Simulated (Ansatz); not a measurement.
## Lead, fcc: convergence with the k-point mesh

Computed with Ansatz, r²SCAN, scalar-relativistic PAW, on the relaxed cell (a = 4.989 Å; spin not included). Errors count from a run at 500 eV on a Γ-centred 18×18×18 mesh with Fermi-Dirac smearing of 0.1 eV, extrapolated to zero width. Fixed here: cutoff 500 eV, Fermi-Dirac width 0.1 eV. The SCF starts from atomic densities corrected by a trained network.

| k-mesh | E(σ→0) error (meV/atom) | P (GPa) | SCF iterations |
| --- | --- | --- | --- |
| 2×2×2 | -1767.0 | -8.76 | 6 |
| 3×3×3 | 282.7 | -0.83 | 6 |
| 4×4×4 | 176.9 | -0.12 | 6 |
| 5×5×5 | 28.7 | -0.35 | 6 |
| 7×7×7 | -12.9 | 0.59 | 6 |
| 12×12×12 | 9.7 | 0.36 | 6 |
| 16×16×16 | -3.7 | 0.10 | 6 |

What does the run at 9×9×9 give (k-mesh)?

E(σ→0) error (meV/atom): -18.6; P (GPa): 0.01; SCF iterations: 6.

Within 5 meV/atom of the last row: from 16×16×16 on.
